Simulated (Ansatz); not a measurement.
Abridged output of a molecular run in Ansatz:

```
Functional definition: HF
1924 factors; integrals over basis functions are off by at most 9.1e-4 eV
mean field evaluation 1: about -4616.9693 eV, gradient 3.4e1 eV
mean field evaluation 2: about -4616.9726 eV, gradient 3.4e1 eV
mean field evaluation 4: about -4619.8862 eV, gradient 4.5e0 eV
mean field evaluation 8: about -4619.9547 eV, gradient 4.1e-1 eV
mean field evaluation 16: about -4619.8828 eV, gradient 4.5e0 eV
mean field -4619.95609060 eV, -169.7802548107 hartree, gradient 3.6e-6 eV, S^2 0.000000; 0 other end points of the search recorded, 0 dependent functions left out; unrestricted orbitals would lower it
4 core orbitals not correlated: weight in the atoms' cores, before any rotation towards them, 1.000 or more for the frozen orbitals, at most 0.000 for the correlated occupied ones
reference -4619.95609060 eV, -169.7802548107 hartree; 10, 10 occupied and 304, 304 virtual orbitals, 1924 factors
second order -19.05647880 eV of doubles, -0.00000000 eV of singles
cycle   1  -18.61487860 eV  change    4.4e-1 eV  update   1.1e-1
cycle   2  -19.16312367 eV  change   -5.5e-1 eV  update   3.5e-2
cycle   3  -19.28899871 eV  change   -1.3e-1 eV  update   1.6e-2
cycle   4  -19.28635056 eV  change    2.6e-3 eV  update   5.0e-3
cycle   5  -19.28829354 eV  change   -1.9e-3 eV  update   2.1e-3
cycle   6  -19.28966614 eV  change   -1.4e-3 eV  update   5.3e-4
cycle   7  -19.28959541 eV  change    7.1e-5 eV  update   2.2e-4
cycle   8  -19.28953888 eV  change    5.7e-5 eV  update   7.9e-5
cycle   9  -19.28956866 eV  change   -3.0e-5 eV  update   3.0e-5
cycle  10  -19.28956074 eV  change    7.9e-6 eV  update   1.1e-5
perturbative correction -1.03727587 eV, -0.0381191852 hartree
Total energy: -4640.28292721 eV, -170.5272522783 hartree
```

Its atoms:

Cartesian coordinates in Å:
```
H 0.0552 -1.7031 -0.9308
N 0.8321 -1.5926 -0.2773
C 0.7617 -0.4703 0.3105
C -0.2481 0.5224 0.1100
C -1.0923 1.3630 -0.0518
H 1.5351 -0.2222 1.0401
H -1.8438 2.1027 -0.2009
```

**Question.** Which basis set was used?
A. def2-TZVPP
B. cc-pV(D+d)Z
C. cc-pV(T+d)Z
D. def2-QZVPP

**Answer.** D. It gives 318 functions.

**Question.** Write the keys of the input that set method, charge and spin (a neutral closed shell needs none for the last two).

**Answer.** 
```yaml
correlation: {method: ccsd_t}
```
